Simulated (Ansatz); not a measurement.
# C4H6: the cost of one run

Computed with Ansatz 0.2.0, Gaussian basis. Level: the settings change from run to run.

### 1 The molecule

An earlier PBE0-D4 in a triple-zeta def2 set relaxation fixed the geometry.

SMILES `C=C=CC`, 10 atoms, charge 0, spin multiplicity 1.

Atoms are counted from 1 here; the program's logs count them from 0.

Bond lengths: C1–C2 1.301 Å, C1–H5 1.086 Å, C1–H6 1.086 Å, C2–C3 1.301 Å, C3–C4 1.497 Å, C3–H7 1.089 Å, C4–H8 1.094 Å, C4–H9 1.090 Å, C4–H10 1.094 Å. Angles: C2–C1–H5 121.3°, C2–C1–H6 121.3°, H5–C1–H6 117.4°, C1–C2–C3 179.8°, C2–C3–C4 124.9°, C2–C3–H7 117.8°, C4–C3–H7 117.3°, C3–C4–H8 110.7°, C3–C4–H9 111.2°, C3–C4–H10 110.7°, H8–C4–H9 108.5°, H8–C4–H10 107.1°, H9–C4–H10 108.4°.

### 2 r2SCANh/cc-pVTZ

Options: unrestricted orbitals, finite nuclei, a point charge of 1.00 e beside it, D3(BJ) dispersion, the search for lower states set to light.

File in.yaml:

```yaml
crystal:
  periodic: [false, false, false]
  atoms:
    - {symbol: C, position_ang: [-1.019754, 1.636018, -0.806398]}
    - {symbol: C, position_ang: [-0.208577, 0.649979, -0.558467]}
    - {symbol: C, position_ang: [0.600904, -0.337331, -0.307173]}
    - {symbol: C, position_ang: [0.523925, -1.221181, 0.899210]}
    - {symbol: H, position_ang: [-1.932815, 1.486221, -1.374260]}
    - {symbol: H, position_ang: [-0.809246, 2.641627, -0.455676]}
    - {symbol: H, position_ang: [1.394697, -0.538872, -1.024625]}
    - {symbol: H, position_ang: [0.385241, -2.265814, 0.605554]}
    - {symbol: H, position_ang: [-0.302916, -0.932416, 1.548016]}
    - {symbol: H, position_ang: [1.451541, -1.169530, 1.476817]}
basis:
  gaussian: {orbitals: cc-pVTZ, nuclear_model: gaussian, point_charges: [{charge: 1.00, position_ang: [5.399, -0.493, 0.768]}]}
magnetization: {spin_polarized: true, initial_magnetization: 0}
hamiltonian: {xc: {name: r2SCANh}, dispersion: d3bj}
scf: {lower_state_search: light}
```

Run with:

```sh
$ ansatz run in.yaml --threads 2 --pin off --events-out ev --progress --plain --max-ram 4352MiB
```

**Question.** How long does this run take on 2 threads of Arm Neoverse N1, shared host, and how much memory does it need?

About 13 s, with a peak of 0.49 GiB.
